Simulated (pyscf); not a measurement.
NH₃ + H₂N–Al(NH₂)–OH → H₂N–Al(NH₂)–NH₂ + H₂O, a four-centre exchange (singlet surface; H–N, Al–O broken, Al–N, H–O formed). Single points on ωB97X-D3(BJ)/def2-SVP structures (PySCF, gas phase). Energies in kJ/mol from the separated reactants.

Small-basis levels: PySCF, no dispersion term, spherical d functions. AM1 to PM7: differences of heats of formation from MOPAC, which are fitted to 298 K values and so differ in kind from electronic energies by zero-point and thermal terms. Cost: rough CPU time at the saddle relative to B3LYP/6-31G*, from one job on a shared machine.

| level | barrier | reaction energy | cost |
|---|---|---|---|
| HF/STO-3G | -85.8 | +19.3 | 0.03 |
| HF/3-21G | -83.0 | +58.4 | 0.05 |
| PBE/6-31G* | -38.6 | +64.0 | 1 |
| B3LYP/STO-3G | -166.7 | +31.5 | 0.5 |
| B3LYP/3-21G | -130.8 | +65.8 | 0.7 |
| M06-2X/6-31G* | -32.9 | +60.8 | 3 |
| AM1 | 120.5 | -24.4 | under 0.02 |
| ωB97M-D3(BJ)/def2-TZVP | 0.4 | +55.2 | – |

Against the last row the barrier runs from -167.1 (B3LYP/STO-3G) to +120.0 kJ/mol (AM1). ωB97M-D3(BJ)/def2-TZVP has limits of its own. On the reactant side the descent ends in an adduct with a Al–N contact, 109.4 kJ/mol under the separated species and 105.1 kJ/mol under the saddle at ωB97X-D3(BJ)/def2-TZVP. On the product side the descent ends in an adduct with a Al–O contact, 67.6 kJ/mol under the separated species and 9.8 kJ/mol under the saddle at ωB97X-D3(BJ)/def2-TZVP. At ωB97M-D3(BJ) the saddle lies under the separated products, which points to a path from their complex (located at ωB97X-D3(BJ) alone), and parting the products costs more than the saddle. What is counted as formed (Al–N) is already present as a longer contact in the reactant adduct; forming that adduct is a step of its own. What is counted as broken (Al–O) persists as a longer contact in the product adduct; parting that adduct is a step of its own. One saddle was located; it need not be the lowest between these sides.
